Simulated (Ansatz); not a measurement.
# C3H5FO: the cost of one run

Program: Ansatz 0.2.0. Level of theory: RKS LDA/def2-SVP. These are calculated values, not measurements.

## 1. Starting point

Bond lengths: C1–O2 1.453 Å, O2–C3 1.353 Å, C3–C4 1.399 Å, C4–F5 1.289 Å, C1–H6 1.099 Å, C1–H7 1.112 Å, C1–H8 1.052 Å, C3–H9 1.126 Å, C4–H10 1.066 Å. Angles: C1–O2–C3 115.9°, O2–C1–H6 104.3°, O2–C1–H7 107.0°, O2–C1–H8 111.5°, H6–C1–H7 106.5°, H6–C1–H8 114.6°, H7–C1–H8 112.3°, O2–C3–C4 131.1°, O2–C3–H9 109.8°, C4–C3–H9 118.7°, C3–C4–F5 122.7°, C3–C4–H10 122.0°, F5–C4–H10 114.9°.

Structure file:

```xyz
10

C    -0.8828   -1.1528    0.2526
O    -0.8164    0.1734    0.8434
C     0.1487    0.9894    0.3597
C     1.1513    0.7648   -0.5905
F     1.9958    1.6741   -0.9391
H    -1.7634   -1.6151    0.7202
H    -1.1314   -1.0166   -0.8228
H     0.0155   -1.6820    0.3910
H     0.1708    1.9465    0.9524
H     1.1949   -0.1330   -1.1640
```

## 2. Relaxing end A

Input file input.yaml:

```yaml
crystal:
  periodic: [false, false, false]
  atoms:
    - { symbol: C, position_ang: [-0.8828, -1.1528, 0.2526] }
    - { symbol: O, position_ang: [-0.8164, 0.1734, 0.8434] }
    - { symbol: C, position_ang: [0.1487, 0.9894, 0.3597] }
    - { symbol: C, position_ang: [1.1513, 0.7648, -0.5905] }
    - { symbol: F, position_ang: [1.9958, 1.6741, -0.9391] }
    - { symbol: H, position_ang: [-1.7634, -1.6151, 0.7202] }
    - { symbol: H, position_ang: [-1.1314, -1.0166, -0.8228] }
    - { symbol: H, position_ang: [0.0155, -1.682, 0.391] }
    - { symbol: H, position_ang: [0.1708, 1.9465, 0.9524] }
    - { symbol: H, position_ang: [1.1949, -0.133, -1.164] }
basis:
  gaussian: { orbitals: def2-SVP }
hamiltonian:
  xc: lda
relax:
  f_tol: 0.015
  max_steps: 40
output:
  orbitals: {}
```

The run is started by

```bash
$ ansatz run input.yaml --threads 2 --pin off --max-ram 3072MiB --backend cpu --events-out ev --progress --plain --runs-dir out
```

Q: Estimate wall time and peak memory on 2 threads of Arm Neoverse V2, shared host.

About 6.7 s, with a peak of 0.12 GiB.
